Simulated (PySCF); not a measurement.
This PySCF input asks for the NMR shieldings of `C(F)(Cl)(Cl)Cl`, CCl₃F; the geometry comes from GFN2-xTB.

```python
import basis_set_exchange as bse
import numpy as np
from pyscf import gto, dft
from pyscf.prop import nmr

atoms = """
F     0.060305   -0.141039    1.396058
C     0.004642   -0.006315    0.066724
Cl   -0.457934    1.660563   -0.312646
Cl    1.602752   -0.370613   -0.603874
Cl   -1.201142   -1.139743   -0.563447
"""
names = dict.fromkeys(["F", "C", "Cl"], "6-311+G(2d,p)")
basis = {el: gto.basis.parse(bse.get_basis(n, elements=[el], fmt="nwchem")) for el, n in names.items()}
mol = gto.M(atom=atoms, basis=basis, charge=0, verbose=0)
mf = dft.RKS(mol, xc="HCTH407")
mf.grids.level = 2
mf.grids.alignment = dft.numint.BLKSIZE   # the property module wants whole blocks of grid points
mf.conv_tol = 1e-9
mf.kernel()

calc = nmr.RKS(mf)   # GIAO
C = mf.mo_coeff
Co = C[:, mf.mo_occ > 0]
resp = mf.gen_response(singlet=True, hermi=2)
def vind(x):   # induced exchange potential for any number of trial vectors
    d = np.einsum("pi,xij,qj->xpq", C, 2 * x.reshape(-1, C.shape[1], Co.shape[1]), Co, optimize=True)
    return np.einsum("xpq,pi,qj->xij", resp(d - d.transpose(0, 2, 1)), C, Co, optimize=True).ravel()
mo1, _ = nmr.rhf.solve_mo1(calc, with_cphf=vind)
sigma = calc.kernel(mo1)
for i, s in enumerate(sigma):   # ppm
    w = np.linalg.eigvalsh((s + s.T) / 2)
    print("%2d %-2s iso %8.1f  s11 %8.1f  s22 %8.1f  s33 %8.1f" % (i, mol.atom_pure_symbol(i), w.mean(), *w))
```

**Question.** What are the results?

**Answer.** 
```
 0 F  iso    145.5  s11    119.6  s22    119.6  s33    197.5
 1 C  iso     36.9  s11     35.9  s22     35.9  s33     39.1
 2 Cl iso    364.3  s11     52.0  s22    104.9  s33    936.0
 3 Cl iso    364.2  s11     51.8  s22    104.6  s33    936.0
 4 Cl iso    364.3  s11     52.3  s22    104.8  s33    935.9
```

These numbers come from an equivalent density-fitted implementation of the same equations, which agrees with the script to about 0.01 ppm for H and up to a few tenths of a ppm for heavy atoms, so last digits may differ.

Size and cost of the density-fitted run: 159 basis functions, roughly 10 core-seconds.
